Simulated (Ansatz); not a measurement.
**Fluorite CeO2**

Level of theory: RPBE (Ansatz, a quantum-chemistry and plane-wave program, PAW).

Run with plane-wave cutoff 520 eV, 12×12×12 k mesh, Fermi–Dirac smearing 0.01 eV, no spin polarisation, scalar-relativistic PAW data made under PBE.

Cell: measured lattice: a = 5.4097 Å, b = 5.4097 Å, c = 5.4097 Å, α = 90.00°, β = 90.00°, γ = 90.00°.

For fluorite CeO2, the band gap is 1.99 eV and the smallest direct gap on the k points sampled comes out as 2.08 eV. The Γ–Γ gap is 2.93 eV.

Measured, for comparison: band gap 3 eV (temperature not stated, no zero-point or thermal correction, O 2p to Ce 4f, our sources range from 3.00 to 3.20; as tabulated in Tran et al. (2019), arXiv:1908.01820).

Note: cell and atoms aren't relaxed at this level (pressure 9.6 GPa).

Spin–orbit coupling is not included.
